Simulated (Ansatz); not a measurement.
A geometry optimisation of CH2Cl− with r2SCAN-D4/def2-TZVPD

The starting geometry of this gas-phase triplet was optimised with GFN2-xTB as a singlet; its bonds are those of `[CH2-]Cl`.

```yaml
atoms:
  - { symbol: C, position_ang: [-0.9722, 0.8113, -0.6210] }
  - { symbol: Cl, position_ang: [-1.3873, 1.2126, 1.1637] }
  - { symbol: H, position_ang: [-1.7887, 1.3759, -1.1551] }
  - { symbol: H, position_ang: [-1.3234, -0.2581, -0.6794] }
```

Problem. Predict what it relaxes into with r2SCAN-D4/def2-TZVPD.

Solution. It loosens into CH2 + Cl, which stay close as a complex (formulas without charges). Contacts that open: C1–Cl2 (1.88 → 2.72 Å).

The energy falls by 1.40 eV over 8 steps:

```tsv
step	E − E(last) (eV)
1	1.400
2	0.808
3	0.460
4	0.126
5	0.006
6	0.000
7	0.000
8	0.000
```

Final geometry (Å):

```xyz
4

C    -1.3862    0.6628   -0.7263
Cl   -1.2687    1.4518    1.8696
H    -1.6616    1.4024   -1.4763
H    -1.1552   -0.3754   -0.9587
```

No frequencies were run, so the end isn't proven a minimum. Open shells are spin-unrestricted. The triplet needn't be the ground state. Run with Ansatz 0.2.0, 32 s on 1 thread of Intel(R) Xeon(R) Platinum 8488C (Sapphire Rapids), with other jobs on the host.
